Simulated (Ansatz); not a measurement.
# C4H10O (1-methoxypropane): a chain of runs

Wanted: a series of 12 runs (HF/STO-3G, UHF/STO-3G, HF/3-21G, UHF/3-21G, HF/6-31G*, MP2/6-31G*) of C4H10O. 

The results are computed with Ansatz 0.2.0.

## (1) Starting point

The species is C4H10O (15 atoms), meant as a singlet with charge 0. As SMILES, `CCCOC`. The shape is that of a PBE0-D4/def2-TZVP optimisation. This is one conformer, not always the lowest. The run starts from this shape.

Bond lengths: C1–C2 1.519 Å, C2–C3 1.511 Å, C3–O4 1.405 Å, O4–C5 1.398 Å, C1–H6 1.094 Å, C1–H7 1.092 Å, C1–H8 1.091 Å, C2–H9 1.095 Å, C2–H10 1.095 Å, C3–H11 1.101 Å, C3–H12 1.103 Å, C5–H13 1.090 Å, C5–H14 1.100 Å, C5–H15 1.100 Å. Some angles: C1–C2–C3 113.1°, C2–C3–O4 109.3°, C3–O4–C5 112.5°, C1–C2–H9 110.3°, C1–C2–H10 110.2°, C3–C2–H9 107.9°, C3–C2–H10 108.5°, C2–C1–H6 111.0°, C2–C1–H7 111.3°, C2–C1–H8 110.8°.

## (2) A structure relaxation at HF/STO-3G (run 1)

input.yaml reads:

```yaml
crystal:
  periodic: [false, false, false]
  atoms:
    - {symbol: C, position_ang: [-1.590400, -0.737100, -1.038200]}
    - {symbol: C, position_ang: [-0.374800, -1.300100, -0.322500]}
    - {symbol: C, position_ang: [0.668700, -0.252100, -0.013200]}
    - {symbol: O, position_ang: [0.125100, 0.699600, 0.865900]}
    - {symbol: C, position_ang: [1.027900, 1.722200, 1.172200]}
    - {symbol: H, position_ang: [-1.307900, -0.284600, -1.993300]}
    - {symbol: H, position_ang: [-2.325800, -1.517900, -1.244000]}
    - {symbol: H, position_ang: [-2.072400, 0.033100, -0.434200]}
    - {symbol: H, position_ang: [0.098500, -2.077200, -0.931700]}
    - {symbol: H, position_ang: [-0.676600, -1.776600, 0.615800]}
    - {symbol: H, position_ang: [1.557900, -0.717300, 0.440900]}
    - {symbol: H, position_ang: [0.998400, 0.242400, -0.942500]}
    - {symbol: H, position_ang: [0.529400, 2.412500, 1.853400]}
    - {symbol: H, position_ang: [1.931600, 1.331000, 1.661600]}
    - {symbol: H, position_ang: [1.336500, 2.272200, 0.271500]}
basis:
  gaussian: {orbitals: STO-3G}
hamiltonian: {xc: hf}
relax: {f_tol: 0.002}
output: {orbitals: {seedname: orbitals}}
```

The run is started by

```bash
$ ansatz run input.yaml --threads 1 --pin off --max-ram 3480MiB --events-out events.jsonl --progress --plain --runs-dir runs
```

The program printed:

```text
Warning: RAYON_NUM_THREADS=1 ignored (pool sized by the plan → 1); use --threads N
The last accepted step is kept in runs//last_step.txt (removed where the run ends without a failure and the disk answers)
[... 56 lines left out ...]
Total energy: -6239.50684440 eV, -229.2976472421 hartree
[... 15 lines left out ...]
Dipole moment:     0.230810    -0.005577    -0.098492 e Å
```

It took 7.5 s on 1 thread of Arm Neoverse V2, shared host; peak memory 0.087 GiB.

The path in brief:

| step | energy from the first frame kept (eV) | largest force (eV/Å) |
| --- | --- | --- |
| 1 | 0.0000 | 2.2670 |
| 2 | -0.0977 | 0.5514 |
| 3 | -0.1036 | 0.0700 |
| 4 | -0.1038 | 0.0371 |
| 5 | -0.1038 | 0.0070 |
| 6 | -0.1038 | 0.0021 |
| 7 | -0.1038 | 0.0009 |

After the run. Bond lengths: C1–C2 1.540 Å, C2–C3 1.546 Å, C3–O4 1.436 Å, O4–C5 1.432 Å, C1–H6 1.086 Å, C1–H7 1.086 Å, C1–H8 1.086 Å, C2–H9 1.088 Å, C2–H10 1.088 Å, C3–H11 1.097 Å, C3–H12 1.097 Å, C5–H13 1.092 Å, C5–H14 1.095 Å, C5–H15 1.095 Å. Some angles: C1–C2–C3 112.4°, C2–C3–O4 108.5°, C3–O4–C5 109.7°, C1–C2–H9 109.9°, C1–C2–H10 109.6°, C3–C2–H9 108.5°, C3–C2–H10 108.7°, C2–C1–H6 110.7°, C2–C1–H7 110.5°, C2–C1–H8 110.4°.

## (3) The harmonic vibrations at HF/STO-3G (run 2)

input.yaml reads:

```yaml
crystal:
  periodic: [false, false, false]
  atoms:
    - symbol: C
      position_ang: [-1.610468, -0.752706, -1.056420]
    - symbol: C
      position_ang: [-0.377673, -1.322593, -0.330397]
    - symbol: C
      position_ang: [0.676331, -0.236087, -0.015293]
    - symbol: O
      position_ang: [0.092179, 0.719550, 0.883764]
    - symbol: C
      position_ang: [1.048341, 1.741252, 1.189717]
    - symbol: H
      position_ang: [-1.328047, -0.320178, -2.011744]
    - symbol: H
      position_ang: [-2.339824, -1.536355, -1.238665]
    - symbol: H
      position_ang: [-2.078536, 0.021027, -0.455873]
    - symbol: H
      position_ang: [0.091151, -2.090340, -0.943180]
    - symbol: H
      position_ang: [-0.686628, -1.789688, 0.602607]
    - symbol: H
      position_ang: [1.561347, -0.702865, 0.434890]
    - symbol: H
      position_ang: [0.999512, 0.249139, -0.944714]
    - symbol: H
      position_ang: [0.569923, 2.444966, 1.873329]
    - symbol: H
      position_ang: [1.941412, 1.336864, 1.677461]
    - symbol: H
      position_ang: [1.367080, 2.288114, 0.296218]
basis:
  gaussian: {orbitals: STO-3G}
hamiltonian: {xc: hf}
phonons: {temperatures: {t_min: 298.15, t_max: 298.15, t_step: 1}}
```

The run is started by

```bash
$ ansatz run input.yaml --threads 1 --pin off --max-ram 3480MiB --events-out events.jsonl --progress --plain --runs-dir runs
```

The program printed:

```text
Warning: RAYON_NUM_THREADS=1 ignored (pool sized by the plan → 1); use --threads N
[... 483 lines left out ...]
Total energy: -6239.50682408 eV, -229.2976464955 hartree
[... 15 lines left out ...]
Dipole moment:     0.230810    -0.005577    -0.098492 e Å
Vibrations: 102.19 120.41 209.84 249.55 314.41 400.89 572.55 900.51 1039.52 1086.76 1131.52 1254.89 1299.87 1312.23 1348.60 1390.95 1449.44 1476.30 1536.66 1652.38 1703.94 1740.55 1763.38 1808.32 1812.80 1827.34 1832.37 1838.74 1844.99 3514.50 3539.05 3570.31 3610.56 3651.46 3678.39 3715.43 3726.05 3751.21 3758.79 cm⁻¹, zero-point energy 4.434770 eV
```

Wall time 63 s (1 thread of Arm Neoverse V2, shared host); peak memory 0.078 GiB.

Runs 3 to 6 aren't shown in full; the table further down has their settings and results.

## (4) The doublet cation: a single-point energy at UHF/3-21G (run 7)

run.yaml reads:

```yaml
crystal:
  periodic: [false, false, false]
  atoms:
    - {symbol: C, position_ang: [-1.582397, -0.702859, -1.017705]}
    - {symbol: C, position_ang: [-0.360971, -1.347628, -0.340434]}
    - {symbol: C, position_ang: [0.717392, -0.306933, -0.049743]}
    - {symbol: O, position_ang: [0.134499, 0.667420, 0.831014]}
    - {symbol: C, position_ang: [0.997736, 1.755835, 1.178866]}
    - {symbol: H, position_ang: [-1.308674, -0.289146, -1.983286]}
    - {symbol: H, position_ang: [-2.372068, -1.429497, -1.171988]}
    - {symbol: H, position_ang: [-1.953957, 0.097118, -0.393502]}
    - {symbol: H, position_ang: [0.056656, -2.126691, -0.969726]}
    - {symbol: H, position_ang: [-0.658206, -1.795946, 0.599827]}
    - {symbol: H, position_ang: [1.583225, -0.766023, 0.419662]}
    - {symbol: H, position_ang: [1.043690, 0.167292, -0.971989]}
    - {symbol: H, position_ang: [0.436284, 2.404822, 1.833808]}
    - {symbol: H, position_ang: [1.886574, 1.407977, 1.696785]}
    - {symbol: H, position_ang: [1.306317, 2.314359, 0.300110]}
basis:
  gaussian: {orbitals: 3-21G.json}
total_charge: 1
magnetization: {spin_polarized: true, initial_magnetization: 1}
hamiltonian: {xc: hf}
```

The basis set 3-21G is read from a file made from the Basis Set Exchange's data (not shown).

The run is started by

```bash
$ ansatz run run.yaml --threads 1 --pin off --max-ram 3480MiB --events-out events.jsonl --progress --plain --runs-dir runs
```

The program printed:

```text
Warning: RAYON_NUM_THREADS=1 ignored (pool sized by the plan → 1); use --threads N
Functional definition: HF
  name "HF"
  exchange = exact_x
  correlation = 0
798 factors; integrals over basis functions are off by at most 9.3e-4 eV
mean field evaluation 1: about -6268.8583 eV, gradient 2.4e1 eV
mean field evaluation 2: about -6269.3596 eV, gradient 2.4e1 eV
mean field evaluation 4: about -6273.1288 eV, gradient 4.0e0 eV
mean field evaluation 8: about -6273.6236 eV, gradient 3.6e-1 eV
mean field evaluation 16: about -6266.6610 eV, gradient 2.5e1 eV
mean field evaluation 32: about -6272.9283 eV, gradient 1.9e0 eV
mean field -6273.62561805 eV, -230.5514890471 hartree, gradient 1.7e-5 eV, S^2 0.760282; 0 other end points of the search recorded, 0 dependent functions left out
reference -6273.62561805 eV, -230.5514890471 hartree; 21, 20 occupied and 44, 45 virtual orbitals, 798 factors
Total energy: -6273.62561805 eV, -230.5514890471 hartree
```

Wall time 1.1 s (1 thread of Arm Neoverse V2, shared host); peak memory 0.13 GiB.

Runs 8 to 11 aren't shown in full; the table further down has their settings and results.

## (5) The harmonic vibrations at MP2/6-31G(d) (Cartesian functions) (run 12)

molecule.yaml reads:

```yaml
crystal:
  periodic: [false, false, false]
  atoms:
    - {symbol: C, position_ang: [-1.589749, -0.725567, -1.029595]}
    - {symbol: C, position_ang: [-0.370031, -1.312802, -0.327027]}
    - {symbol: C, position_ang: [0.682368, -0.265115, -0.019341]}
    - {symbol: O, position_ang: [0.107456, 0.693659, 0.857281]}
    - {symbol: C, position_ang: [1.021534, 1.730436, 1.167432]}
    - {symbol: H, position_ang: [-1.304116, -0.263759, -1.980294]}
    - {symbol: H, position_ang: [-2.333113, -1.499196, -1.241544]}
    - {symbol: H, position_ang: [-2.054627, 0.040389, -0.406619]}
    - {symbol: H, position_ang: [0.090047, -2.091602, -0.947432]}
    - {symbol: H, position_ang: [-0.668070, -1.787041, 0.614149]}
    - {symbol: H, position_ang: [1.567212, -0.724578, 0.450805]}
    - {symbol: H, position_ang: [1.018917, 0.225743, -0.948372]}
    - {symbol: H, position_ang: [0.506005, 2.416203, 1.841086]}
    - {symbol: H, position_ang: [1.919142, 1.338854, 1.666451]}
    - {symbol: H, position_ang: [1.333125, 2.274476, 0.264719]}
basis:
  gaussian: {orbitals: "6-31G*"}
correlation: {method: mp2}
phonons: {temperatures: {t_min: 298.15, t_max: 298.15, t_step: 1}}
```

The run is started by

```bash
$ ansatz run molecule.yaml --threads 1 --pin off --max-ram 3480MiB --events-out events.jsonl --progress --plain --runs-dir runs
```

The program printed:

```text
Warning: RAYON_NUM_THREADS=1 ignored (pool sized by the plan → 1); use --threads N
[... 70 lines left out ...]
5 core orbitals not correlated: weight in the atoms' cores, before any rotation towards them, 1.000 or more for the frozen orbitals, at most 0.000 for the correlated occupied ones
[... 151 lines left out ...]
5 core orbitals not correlated: weight in the atoms' cores, before any rotation towards them, 1.000 or more for the frozen orbitals, at most 0.000 for the correlated occupied ones
[... 151 lines left out ...]
5 core orbitals not correlated: weight in the atoms' cores, before any rotation towards them, 1.000 or more for the frozen orbitals, at most 0.000 for the correlated occupied ones
[... 152 lines left out ...]
5 core orbitals not correlated: weight in the atoms' cores, before any rotation towards them, 1.000 or more for the frozen orbitals, at most 0.000 for the correlated occupied ones
[... 156 lines left out ...]
Dipole moment:     0.247371     0.024701    -0.075679 e Å
[... 1 line left out ...]
Checks for a lower state left out: cluster_reference
```

It took 6.5 min on 1 thread of Arm Neoverse V2, shared host; peak memory 0.23 GiB.

## (6) Overview of the runs

| run | level | task | walk f tol | partner | energy (Eh) | dipole moment (D) | wall time |
| --- | --- | --- | --- | --- | --- | --- | --- |
| 1 | HF/STO-3G | optimise | 0.002 | base | -229.297647 | 1.21 | 7.5 s |
| 2 | HF/STO-3G | frequencies | – | base | -229.297646 | 1.21 | 63 s |
| 3 | UHF/STO-3G | energy | – | cation | -229.068157 | – | 0.89 s |
| 4 | UHF/STO-3G | optimise | – | cation | -229.083806 | – | 6.6 s |
| 5 | HF/3-21G | optimise | 0.002 | base | -230.858464 | 1.65 | 6.9 s |
| 6 | HF/3-21G | frequencies | – | base | -230.858461 | 1.65 | 65 s |
| 7 | UHF/3-21G | energy | – | cation | -230.551489 | – | 1.1 s |
| 8 | UHF/3-21G | optimise | – | cation | -230.567579 | – | 55 s |
| 9 | HF/6-31G* (Cartesian functions) | optimise | 0.002 | base | -232.139790 | 1.30 | 16 s |
| 10 | HF/6-31G* (Cartesian functions) | frequencies | – | base | -232.139790 | 1.30 | 2.8 min |
| 11 | MP2/6-31G* (Cartesian functions) | optimise | 0.002 | base | -232.840784 | 1.25 | 30 s |
| 12 | MP2/6-31G* (Cartesian functions) | frequencies | – | base | -232.840784 | 1.25 | 6.5 min |

## (7) What came out

```
                                                                          quantity          value
                                                  run 12, MP2/6-31G*: total energy  -232.84078 Eh
                            run 12, MP2/6-31G*: dipole moment (correlated density)         1.25 D
                   run 12, MP2/6-31G*: correlation energy (5 core orbitals frozen)     -702.9 mEh
                                      run 12, MP2/6-31G*: largest force on an atom     0.002 eV/Å
                                    run 12, MP2/6-31G*: lowest harmonic wavenumber        96 cm⁻¹
                                   run 12, MP2/6-31G*: highest harmonic wavenumber      3219 cm⁻¹
                                             run 12, MP2/6-31G*: zero-point energy   370.0 kJ/mol
                     vertical ionisation energy (to the doublet cation), HF/STO-3G       6.245 eV
                      vertical ionisation energy (to the doublet cation), HF/3-21G       8.353 eV
adiabatic ionisation energy (to the doublet cation, no zero-point term), HF/STO-3G       5.819 eV
 adiabatic ionisation energy (to the doublet cation, no zero-point term), HF/3-21G       7.915 eV
```

**Reading.** At HF/STO-3G: the vertical ionisation energy comes to 6.24 eV (603 kJ/mol). In a minimal basis such a difference can be off by several eV, whatever the method. At HF/3-21G: the vertical ionisation energy comes to 8.35 eV (193 kcal/mol). At HF/STO-3G: the adiabatic ionisation energy (to the doublet cation, no zero-point term) is 5.82 eV (561 kJ/mol). At HF/3-21G: the adiabatic ionisation energy (to the doublet cation, no zero-point term) is 7.92 eV (183 kcal/mol). In runs 1, 2, 3, 4 the basis is minimal, so the values are rough. All runs together took 14 min, the longest 6.5 min.
